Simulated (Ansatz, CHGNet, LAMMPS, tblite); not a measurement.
## Rock-salt CaO, elastic constant C11

Reference value: 219 GPa (measured, room temperature, not corrected to a static lattice; as tabulated in Speziale et al. (2006), doi:10.1029/2005jb003823).

```tsv
level (code)	value (GPa)	cell (Å³/atom)	difference (%)
ionic model pedone2006 (rigid ions, LAMMPS)	269	13.61	+23
GFN1-xTB (tblite)	223	11.99	+1.8
CHGNet-r²SCAN (CHGNet)	201	13.90	-8.2
LDA (Ansatz)	260	13.04	+18.7
PBE (Ansatz)	201	14.09	-8.2
r²SCAN (Ansatz)	231	13.78	+5.5
r²SCANh (Ansatz)	235	13.72	+7.3
```

Leaving aside ionic model pedone2006, which can be fitted to such values or carry a doubt: The reference is not for a static lattice or low temperature, so close values are not ranked against it.

The measured value isn't corrected to a static lattice, so vibrations enter the comparison. A static lattice is as a rule stiffer than a warm one, by over a tenth in soft solids.  GFN1-xTB: the method was fitted mainly to molecules. GFN1-xTB: the run uses a supercell at the zone centre in place of a k mesh. Each level is taken at its own relaxed cell. Cutoffs differ between the levels. Ansatz's density-functional and Hartree–Fock values are scalar-relativistic unless marked +SOC, with PAW data made under PBE.

Empirical potentials (ionic model pedone2006) are fitted to chosen data, which need not cover the solid at hand: agreement can be built in, and what lay outside the fit can be far off. Machine-learned potentials (CHGNet-r²SCAN) are trained on DFT data, which may include these solids.

Differences are worked out from the printed values.

Ansatz is a program for electronic structure.
